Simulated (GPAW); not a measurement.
**AlNH3F (SMILES [NH2][AlH][F]): levels of theory compared**

Aim: a comparison of 3 runs (PBE/real-space grid, WC/dz(dzp), PBE/dzp) of AlNH3F. 

Program for the calculation: GPAW 26.7.0.

2 further runs of the same task are left out: 2 that didn't finish.

## (1) Starting point

AlNH3F: 6 atoms, total charge 0, spin state singlet. As SMILES, `[NH2][AlH][F]`. Geometry: a GFN2-xTB relaxation, a rough one for these elements and not checked as a minimum.

Bond lengths: N1–Al2 1.772 Å, Al2–F3 1.649 Å, N1–H4 1.010 Å, N1–H5 1.014 Å, Al2–H6 1.509 Å. Angles: N1–Al2–F3 122.0°, N1–Al2–H6 123.8°, F3–Al2–H6 114.3°, Al2–N1–H4 126.7°, Al2–N1–H5 124.9°, H4–N1–H5 108.4°.

## (2) The charge distribution at PBE/real-space grid (scalar-relativistic datasets) (run 1)

The input, calc.py:

```python
import numpy as np
from ase import Atoms
from ase.units import Debye
from gpaw import GPAW

mol = Atoms('NAlFHHH',
    positions=[[ -0.630330,   0.268530,  -0.692910],
               [  0.516380,  -0.172550,   0.584190],
               [  1.110270,  -1.703740,   0.733100],
               [ -1.035310,   1.180580,  -0.851620],
               [ -0.993480,  -0.369270,  -1.392040],
               [  1.032470,   0.796450,   1.619290]])
mol.center(vacuum=4.5)

calculator = GPAW(mode='fd', h=0.18, xc='PBE', maxiter=150, txt='-')
mol.calc = calculator

energy = mol.get_potential_energy()
print(f'Energy = {energy:.5f} eV')
forces = mol.get_forces()
print('Forces (eV/Ang)')
for symbol, f in zip(mol.symbols, forces):
    print(f'{symbol:2} {f[0]:9.4f} {f[1]:9.4f} {f[2]:9.4f}')
dipole = mol.get_dipole_moment() / Debye
print(f'Dipole = {np.linalg.norm(dipole):.3f} D')
homo, lumo = calculator.get_homo_lumo()
print(f'HOMO: {homo:.3f} eV')
print(f'LUMO = {lumo:.3f} eV')
print(f'Gap                     {lumo - homo:.3f} eV')
```

The run is started by

```console
$ python calc.py
```

Standard output:

```text
[...]
Number of symmetries: 1
[...]
  Number of IBZ points: 1
[...]
Spin-components: 1 (collinear spins)
Bands:           15
[...]
  Valence electrons: 18.0
[...]
  Grid points: [60 68 68]
  Charge: 0.0  # |e|
[...]
    cutoffs:
[...]
occupation numbers:
  # Zero width
[...]
xc functional:
  name: PBE with 2 nearest neighbor stencil
[...]
|iter     |     time |      energy | eigst |  dens |
[...]
|iter:   1| 00:00:03 |  -33.375395 | +1.06 |       |
[...]
|iter:  13| 00:00:19 |  -28.988639c| -7.65c| -5.48c|
Converged in 13 steps
[...]
Energy contributions relative to reference atoms: (reference = -10836.696041)
Energy contributions:
  Kinetic:          35.977272
  Coulomb:         -37.265084
  Zero:              0.613562
  External:          0.000000
  Xc:              -28.314389
  Entropy:           0.000000
  Spinorbit:         0.000000
  ----------------------------
  Free energy:     -28.988639
  Extrapolated:    -28.988639
dipole moment: (-0.283088, 0.302996, -0.237526)  # |e|*Ang
Fermi level: -3.757
[...]
Gap: 5.342 eV
Transition (v -> c):
[...]
Forces (eV/Ang)
N    -0.0267   -0.2705   -0.0649
Al   -0.5041    0.2370   -0.5470
F     0.0644   -0.9290   -0.1055
H     0.0055    0.2483    0.1011
H    -0.0065   -0.1413   -0.0633
H     0.3020    0.8170    0.7020
Dipole = 2.295 D
HOMO: -6.428 eV
LUMO = -1.086 eV
Gap                     5.342 eV
```

Run time: 20 s. Hardware: 1 thread of AMD EPYC 7R13 (Zen 3), shared host; peak memory 0.7 GiB.

## (3) The solvation energy at WC/dz(dzp) (scalar-relativistic datasets, continuum, electrostatics alone, water's cavity cyclohexane) (run 2)

The input, run.py:

```python
import numpy as np
from ase import Atoms
from ase.units import Debye, kcal, mol
from gpaw import GPAW, setup_paths
from gpaw.atom.configurations import parameters
from gpaw.atom.generator import Generator
from gpaw.solvation import EffectivePotentialCavity, GradientSurface, LinearDielectric, Power12Potential, SolvationGPAW

# Structure
atoms = Atoms(['N', 'Al', 'F', 'H', 'H', 'H'],
    positions=[[ -0.630330,   0.268530,  -0.692910],
               [  0.516380,  -0.172550,   0.584190],
               [  1.110270,  -1.703740,   0.733100],
               [ -1.035310,   1.180580,  -0.851620],
               [ -0.993480,  -0.369270,  -1.392040],
               [  1.032470,   0.796450,   1.619290]])
atoms.set_cell([13.0, 13.0, 13.0])
atoms.center()

# Generate the setups first
for symbol in ['Al', 'F', 'H', 'N']:
    Generator(symbol, xcname='WC', scalarrel=True, nofiles=True, txt=None).run(**parameters[symbol])
setup_paths.insert(0, '.')

# GPAW settings
dft = GPAW(mode='lcao',
           basis='dz(dzp)',
           h=0.22,
           xc='WC',
           maxiter=120,
           legacy_gpaw=True,
           txt='-')
atoms.calc = dft
e_gas = atoms.get_potential_energy()
mu_gas = np.linalg.norm(atoms.get_dipole_moment()) / Debye

# Dielectric constant of cyclohexane; cavity of the water model, electrostatics alone
solvent = dict(cavity=EffectivePotentialCavity(effective_potential=Power12Potential(atomic_radii={'H': 1.09}, u0=0.18),
                                               temperature=298.15, surface_calculator=GradientSurface()),
               dielectric=LinearDielectric(epsinf=2.02),
               interactions=[])
dft = SolvationGPAW(mode='lcao',
                    xc='WC',
                    maxiter=120,
                    basis='dz(dzp)',
                    h=0.22,
                    txt='-',
                    **solvent)
atoms.calc = dft
e_sol = atoms.get_potential_energy()
mu_sol = np.linalg.norm(atoms.get_dipole_moment()) / Debye
dg = (e_sol - e_gas) / (kcal / mol)
print(f'Electrostatic solvation energy{dg:.2f} kcal/mol')
print(f'Dipole {mu_gas:.3f} D in gas, {mu_sol:.3f} D in solution')
```

The run is started by

```console
$ python run.py
```

Standard output:

```text
[...]
    cutoffs:
[...]
  Total Charge: 0.000000
[...]
Number of atoms: 6
[...]
Number of bands in calculation: 15
Number of valence electrons: 18
[...]
iter:   1 hh:mm:ss   -28.569765        c
[...]
Converged after 10 iterations.
Dipole moment: (-0.339696, 0.408320, -0.267352) |e|*Ang
[...]
Fermi level: -3.63474
[...]
      Finite-difference x-derivative with O(h^6) error (6 points)
      Finite-difference y-derivative with O(h^6) error (6 points)
      Finite-difference z-derivative with O(h^6) error (6 points)
    Max iterations: 1000
[...]
iter:  10 hh:mm:ss   -25.679368c       c -4.79c
Converged after 10 iterations.
Dipole moment: (-0.362839, 0.432705, -0.286926) |e|*Ang
Energy contributions relative to reference atoms: (reference = -10823.422954)
Kinetic:        +38.888790
Potential:      -37.230082
External:        +0.000000
XC:             -28.516204
Entropy (-ST):   +0.000000
Local:           +1.178128
--------------------------
Free energy:    -25.679368
Extrapolated:   -25.679368
Solvation cavity surface area: 99.37844
Solvation cavity volume: not calculated (no calculator defined)
 Band  Eigenvalues  Occupancy
    0    -28.20948    2.00000
    1    -20.70573    2.00000
    2    -11.87635    2.00000
    3    -11.38022    2.00000
    4     -9.83494    2.00000
    5     -9.15319    2.00000
    6     -9.05845    2.00000
    7     -7.83681    2.00000
    8     -6.20701    2.00000
    9     -0.77192    0.00000
   10      0.07772    0.00000
   11      1.30086    0.00000
   12      3.15333    0.00000
   13      3.37275    0.00000
[...]
Fermi level: -3.48946
Gap: 5.435 eV
Transition (v -> c):
  (s=0, k=0, n=8, [0.00, 0.00, 0.00]) -> (s=0, k=0, n=9, [0.00, 0.00, 0.00])
No difference between direct/indirect transitions
Electrostatic solvation energy-2.92 kcal/mol
Dipole 2.856 D in gas, 3.042 D in solution
```

Run time: 41 s. Hardware: 1 thread of AMD EPYC 7R13 (Zen 3), shared host; peak memory 0.67 GiB.

## (4) Energy and one-electron properties at PBE/dzp (scalar-relativistic datasets) (run 3)

The input, AlFH3N.xyz:

```xyz
6

N     -0.630330     0.268530    -0.692910
Al     0.516380    -0.172550     0.584190
F      1.110270    -1.703740     0.733100
H     -1.035310     1.180580    -0.851620
H     -0.993480    -0.369270    -1.392040
H      1.032470     0.796450     1.619290
```

The input, calc.py:

```python
import numpy as np
from ase.io import read
from ase.units import Debye
from gpaw import GPAW

atoms = read('AlFH3N.xyz')
atoms.center(vacuum=4.5)

calculator = GPAW(mode='lcao', h=0.18, xc='PBE', basis='dzp', maxiter=150, txt='-')
atoms.calc = calculator

energy = atoms.get_potential_energy()
print(f'Energy: {energy:.5f} eV')
forces = atoms.get_forces()
print('Forces (eV/Ang)')
for symbol, f in zip(atoms.symbols, forces):
    print(f'{symbol:2} {f[0]:9.4f} {f[1]:9.4f} {f[2]:9.4f}')
dipole = atoms.get_dipole_moment() / Debye
print(f'Dipole                  {np.linalg.norm(dipole):.3f} D')
homo, lumo = calculator.get_homo_lumo()
print(f'HOMO: {homo:.3f} eV')
print(f'LUMO: {lumo:.3f} eV')
print(f'Gap = {lumo - homo:.3f} eV')
```

The run is started by

```console
$ OMP_NUM_THREADS=1 python calc.py
```

Standard output:

```text
[...]
Number of symmetries: 1
[...]
  Number of IBZ points: 1
[...]
basis functions: 54
Spin-components: 1 (collinear spins)
Bands:           15
[...]
  Valence electrons: 18.0
[...]
  Grid points: [60 68 68]
  Charge: 0.0  # |e|
[...]
    cutoffs:
[...]
occupation numbers:
  # Zero width
[...]
xc functional:
  name: PBE with 2 nearest neighbor stencil
[...]
|iter     |     time |      energy | eigst |  dens |
[...]
|iter:   1| 00:00:05 |  -29.895838 |      c|       |
[...]
|iter:  10| 00:00:12 |  -27.030559c|      c| -4.76c|
Converged in 10 steps
[...]
Energy contributions relative to reference atoms: (reference = -10836.696041)
Energy contributions:
  Kinetic:          34.070186
  Coulomb:         -33.316364
  Zero:              0.485223
  External:          0.000000
  Xc:              -28.269605
  Entropy:           0.000000
  Spinorbit:         0.000000
  ----------------------------
  Free energy:     -27.030559
  Extrapolated:    -27.030559
dipole moment: (-0.302845, 0.301187, -0.263309)  # |e|*Ang
Fermi level: -3.459
[...]
Gap: 5.467 eV
Transition (v -> c):
[...]
Forces (eV/Ang)
N     0.4362   -0.4613    0.3584
Al   -0.5313    0.5559   -0.4517
F     0.2524   -1.2592   -0.1017
H    -0.2452    0.8612    0.0264
H    -0.2218   -0.5721   -0.4872
H     0.2653    0.8095    0.6547
Dipole                  2.410 D
HOMO: -6.192 eV
LUMO: -0.725 eV
Gap = 5.467 eV
```

Wall time 12 s (1 thread of AMD EPYC 7R13 (Zen 3), shared host); peak memory 0.68 GiB.

## (5) Overview of the runs

| run | level | task | mode | energy (Eh) | dipole moment (D) | HOMO energy (eV) | LUMO energy (eV) | wall time |
| --- | --- | --- | --- | --- | --- | --- | --- | --- |
| 1 | PBE/real-space grid (scalar-relativistic datasets) | properties | fd | -399.306547 | 2.30 | -6.43 | -1.09 | 20 s |
| 2 | WC/dz(dzp) (scalar-relativistic datasets, continuum, electrostatics alone, water's cavity cyclohexane) | solvation | lcao | -398.697157 | 3.04 | -6.21 | -0.77 | 41 s |
| 3 | PBE/dzp (scalar-relativistic datasets) | properties | lcao | -399.234589 | 2.41 | -6.19 | -0.73 | 12 s |

## (6) Outcome

```
                                                     quantity        value
run 3: energy as printed (from the program's reference atoms)  -27.0306 eV
                                         run 3: dipole moment       2.41 D
                                           run 3: HOMO energy     -6.19 eV
                                           run 3: LUMO energy     -0.73 eV
                                         run 3: HOMO–LUMO gap      5.47 eV
                              run 3: largest force on an atom   1.288 eV/Å
```

**Reading.** The dipole moment (its size) runs from 2.30 D (PBE/real-space grid) to 3.04 D (WC/dz(dzp)). The two ends differ in method and basis and solvent. The HOMO–LUMO gap runs from 5.34 eV (PBE/real-space grid) to 5.47 eV (PBE/dzp). Totals of different functionals can't be ranked against each other. All runs together took 73 s, the longest 41 s.
